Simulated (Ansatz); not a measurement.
**H$_{2}$B–B, singlet: the ladder up to RCCSDTQ**

Geometry: that of the H2B–B, triplet, kept fixed. The triplet lies 0.8 eV lower here.

```json
{"atom": "B", "x (Å)": "0.0000", "y (Å)": "0.0000", "z (Å)": "0.6756"}
{"atom": "B", "x (Å)": "0.0000", "y (Å)": "0.0000", "z (Å)": "-0.9095"}
{"atom": "H", "x (Å)": "0.0000", "y (Å)": "1.0479", "z (Å)": "1.2540"}
{"atom": "H", "x (Å)": "0.0000", "y (Å)": "-1.0479", "z (Å)": "1.2540"}
```

Basis cc-pVDZ; Ansatz 0.2.0. Only valence electrons are correlated (noble-gas cores frozen), which leaves 8 electrons in 36 orbitals. Prefix R: restricted or restricted open-shell reference; prefix U: unrestricted. Active spaces: valence = (8e, 10o) chosen from the atoms' valence shells.

Full CI isn't at hand for all of this; RCCSDTQ serves as the reference, and is uncertain by about the last step of the cluster series. The frozen core follows each run's orbitals, which can shift R against U totals by a few meV.

The UHF ⟨S²⟩ is 0.951, the ⟨S²⟩ of the determinant under UCCSD is 1.015 and the T1 diagnostic (RCCSD) is 0.0121. The largest doubles amplitude (RCCSD) is 0.127.

```json
{"level": "RHF", "E − E(RCCSDTQ) (kcal/mol)": "112.07", "share of correlation (%)": "0.00", "wall time": "–"}
{"level": "UHF†", "E − E(RCCSDTQ) (kcal/mol)": "92.01", "share of correlation (%)": "–", "wall time": "0.46 s"}
{"level": "RMP2", "E − E(RCCSDTQ) (kcal/mol)": "30.58", "share of correlation (%)": "72.71", "wall time": "–"}
{"level": "UMP2†", "E − E(RCCSDTQ) (kcal/mol)": "17.40", "share of correlation (%)": "–", "wall time": "–"}
{"level": "CISD", "E − E(RCCSDTQ) (kcal/mol)": "11.88", "share of correlation (%)": "89.40", "wall time": "0.67 s"}
{"level": "RCCSD", "E − E(RCCSDTQ) (kcal/mol)": "3.79", "share of correlation (%)": "96.62", "wall time": "–"}
{"level": "UCCSD*†", "E − E(RCCSDTQ) (kcal/mol)": "-6.60", "share of correlation (%)": "–", "wall time": "–"}
{"level": "RCCSD(T)", "E − E(RCCSDTQ) (kcal/mol)": "1.18", "share of correlation (%)": "98.94", "wall time": "0.46 s"}
{"level": "UCCSD(T)*†", "E − E(RCCSDTQ) (kcal/mol)": "-11.31", "share of correlation (%)": "–", "wall time": "4.2 s"}
{"level": "BCCD(T)", "E − E(RCCSDTQ) (kcal/mol)": "1.16", "share of correlation (%)": "98.97", "wall time": "0.52 s"}
{"level": "RCCSDT", "E − E(RCCSDTQ) (kcal/mol)": "0.30", "share of correlation (%)": "99.73", "wall time": "–"}
{"level": "UCCSDT*†", "E − E(RCCSDTQ) (kcal/mol)": "-16.98", "share of correlation (%)": "–", "wall time": "–"}
{"level": "RCCSDT(Q)", "E − E(RCCSDTQ) (kcal/mol)": "0.09", "share of correlation (%)": "99.92", "wall time": "2.8 s"}
{"level": "UCCSDT(Q)*†", "E − E(RCCSDTQ) (kcal/mol)": "-18.37", "share of correlation (%)": "–", "wall time": "12 s"}
{"level": "UCCSDTQ*†", "E − E(RCCSDTQ) (kcal/mol)": "-18.12", "share of correlation (%)": "–", "wall time": "38 s (H100)"}
{"level": "CASSCF (valence space)", "E − E(RCCSDTQ) (kcal/mol)": "53.94", "share of correlation (%)": "51.87", "wall time": "–"}
{"level": "NEVPT2 (valence space)", "E − E(RCCSDTQ) (kcal/mol)": "17.21", "share of correlation (%)": "84.65", "wall time": "4.8 s"}
{"level": "MRCISD (valence space)", "E − E(RCCSDTQ) (kcal/mol)": "3.01", "share of correlation (%)": "97.32", "wall time": "–"}
{"level": "MRCISD+Q (valence space)", "E − E(RCCSDTQ) (kcal/mol)": "0.79", "share of correlation (%)": "99.30", "wall time": "7 s (H100)"}
```

An asterisk marks runs whose energy the program itself flagged as in doubt. A dagger marks rows that describe another state than the reference (another or a broken symmetry, a higher spin or other natural occupations), so the difference isn't the method's error.

The correlation energy at RCCSDTQ, counted from RHF, is -4.860 eV. That run took 7.5 s on 2 threads of AMD EPYC 7R13 with a shared H100 80 GB, shared host.

Times hold each run's SCF and search for its determinant on a shared host, so for small cases they say little of a method's own cost; rows without a card ran on 1 thread of AMD EPYC 7R13.

Unrestricted levels hold only the spin's projection, and here they fall towards a lower state of higher spin.

Natural occupations of CASSCF (valence space) about the gap: 1.983 1.979 1.959 1.825 0.115 0.074 0.019 0.018 0.018 0.010; effectively unpaired electrons, Σ n²(2−n)², 0.18.
